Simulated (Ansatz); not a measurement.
# CH4SSi: the cost of one run

Program: Ansatz 0.2.0 through its Python package. Level of theory: CCSD(T)/6-31G*. These are calculated values, not measurements.

### 1 The structure

Bond lengths: Si1–C2 1.801 Å, C2–S3 1.651 Å, Si1–H4 1.436 Å, Si1–H5 1.531 Å, Si1–H6 1.531 Å, C2–H7 1.124 Å. Angles: Si1–C2–S3 118.1°, Si1–C2–H7 117.7°, S3–C2–H7 124.2°, C2–Si1–H4 113.7°, C2–Si1–H5 111.2°, C2–Si1–H6 113.9°, H4–Si1–H5 104.6°, H4–Si1–H6 109.2°, H5–Si1–H6 103.4°.

The script holds or builds the structure itself.

### 2 The code

Contents of ch4ssi_tae.py:

```python
"""Energy to split CH4SSi into its atoms."""

from collections import Counter

import ansatz as az

config = {
    "basis_set": "6-31G*",
    "level": "CCSD(T)",
}


def single_point(molecule, charge=0, unpaired=0):
    calc = (
        molecule.calculation()
        .basis(gaussian=config["basis_set"])
        .correlation(config["level"])
    )
    if charge:
        calc = calc.charge(charge)
    if unpaired:
        calc = calc.spin("collinear", total=unpaired)
    return calc.run(threads=1, backend="cpu").report["free_energy_ev"]


def main() -> None:
    geometry_ang = [
        ("Si", (-0.6209, 0.2235, -0.2323)),
        ("C", (1.0196, -0.3375, 0.2539)),
        ("S", (1.1364, -1.4175, 1.4976)),
        ("H", (-1.4739, -0.8294, -0.7083)),
        ("H", (-0.5455, 1.2141, -1.3971)),
        ("H", (-1.3543, 1.0123, 0.8562)),
        ("H", (1.8998, 0.0664, -0.3157)),
    ]
    molecule = az.Crystal.molecule()
    for symbol, xyz in geometry_ang:
        molecule = molecule.atom(symbol, xyz)

    # unpaired electrons of the ground-state atoms
    unpaired = {"Si": 2, "C": 2, "S": 2, "H": 1}
    counts = Counter(site.symbol for site in molecule.cartesian_sites)
    atom_energy = {s: single_point(az.Crystal.molecule().atom(s, (0, 0, 0)), 0, unpaired[s]) for s in counts}
    whole = single_point(molecule, 0, 0)
    for s, e in atom_energy.items():
        print(f"{s:2s} x{counts[s]}  {e:14.5f} eV")
    print(f"CH4SSi: {whole:.5f} eV")
    split = sum(counts[s] * e for s, e in atom_energy.items()) - whole
    print(f"atomisation energy (no zero-point term): {96.485332 * split:.1f} kJ/mol, {split / sum(counts.values()):.3f} eV an atom")


if __name__ == "__main__":
    main()
```

### 3 The calls as engine input

The package turns the script's settings into the engine's input (first run):

```yaml
crystal:
  periodic: [false, false, false]
  atoms:
    - { symbol: Si, position_ang: [0.0, 0.0, 0.0] }
basis:
  gaussian:
    orbitals: "6-31G*"
magnetization:
  spin_polarized: true
  initial_magnetization: 2.0
correlation:
  method: ccsd_t
```

### 4 Running it

Command:

```console
$ python ch4ssi_tae.py
```

Q: Estimate wall time and peak memory on 1 thread of Arm Neoverse V2, shared host.

About 2 s, with a peak of 0.19 GiB.
